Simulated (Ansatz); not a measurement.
# BClFH: the cost of one run

Computed with the Python package of Ansatz 0.2.0. Level of theory: PBE/def2-SVPD.

### Step 1. Starting point

Bond lengths: F1–B2 1.475 Å, B2–Cl3 1.874 Å, B2–H4 1.170 Å. Angles: F1–B2–Cl3 122.4°, F1–B2–H4 114.0°, Cl3–B2–H4 123.6°.

No structure file is read: the coordinates are typed or built in the script.

### Step 2. Script

Contents of dimer_bclfh.py:

```python
"""Interaction energy of two BClFH molecules, with the counterpoise correction."""

import ansatz as az

FIRST = [
    ("F", (1.3844, 0.282, -0.4468)),
    ("B", (0.0565, -0.0761, 0.0868)),
    ("Cl", (-1.5318, 0.6156, -0.628)),
    ("H", (0.0909, -0.8214, 0.9881)),
]
SECOND = [
    ("F", (3.2158, -1.8006, -3.9888)),
    ("B", (2.9232, -1.5378, -2.567)),
    ("Cl", (3.3023, -2.7823, -1.218)),
    ("H", (2.4364, -0.4929, -2.3664)),
]

def energy(atoms, ghosts=()):
    molecule = az.Crystal.molecule()
    for symbol, xyz in atoms:
        molecule = molecule.atom(symbol, xyz)
    calc = (
        molecule.calculation()
        .basis(gaussian="def2-SVPD")
        .functional("pbe")
    )
    deck = calc.input()
    if ghosts:
        deck = deck.set(az.key.basis.gaussian.ghost_atoms, [{"symbol": s, "position_ang": list(xyz)} for s, xyz in ghosts])
    return az.Session.from_dict(deck).plan().execute().report["free_energy_ev"]


def main() -> None:
    # ghost atoms carry the functions of the partner
    both = energy(FIRST + SECOND)
    alone = energy(FIRST) + energy(SECOND)
    ghosted = energy(FIRST, SECOND) + energy(SECOND, FIRST)
    print(f"dimer {both:.6f} eV")
    print(f"interaction, uncorrected   {(both - alone):8.3f} eV")
    print(f"interaction, counterpoise  {(both - ghosted):8.3f} eV")
    print(f"basis-set superposition    {(alone - ghosted):8.3f} eV")


if __name__ == "__main__":
    main()
```

### Step 3. Launch

On the command line:

```sh
python dimer_bclfh.py
```

**Question.** How long does this script take on 1 thread of Arm Neoverse V1, shared host, and how much memory does it need?

About 13 s, with a peak of 0.25 GiB.
